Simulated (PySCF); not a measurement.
Basis-set dependence of excited states

Species: 2-chloro-1-propene, C3H5Cl.
SMILES: `C=C(C)Cl`

TDDFT with PBE0 (PySCF), vertical singlets, core orbitals frozen in the response, spherical d and f functions. Isolated species at its PBE0-D3(BJ)/def2-SVP geometry, gas phase.

Task: Compare 6-31G*, def2-SVP, def2-SVPD and def2-TZVP for this molecule.

Result: 

```
    basis  functions  diffuse  S1 (eV)  S2 (eV)  S3 (eV)  S4 (eV)  S5 (eV)  LUMO (eV)  α (au)
   6-31G*         70       no     6.74     7.20     7.46     8.27     8.87       0.37    40.8
 def2-SVP         85       no     7.06     7.07     7.22     8.10     8.54       0.19    41.7
def2-SVPD        127      yes     6.56     6.71     6.93     7.14     7.92      -0.16    52.8
def2-TZVP        160       no     6.64     6.77     7.13     7.54     8.09      -0.07    49.3
```

States are compared by their number. Against the only diffuse basis here (def2-SVPD, itself not a converged limit), sets without diffuse functions differ by up to 0.49 eV in S1 and 0.95 eV in S5. State by state, the largest deviation of a set without diffuse functions is S1 0.49, S2 0.49, S3 0.53, S4 1.13, S5 0.95 eV. The same number needn't mean the same state in each row. Against def2-SVPD the polarisability deviates by -23% in 6-31G*, -21% in def2-SVP, -7% in def2-TZVP.
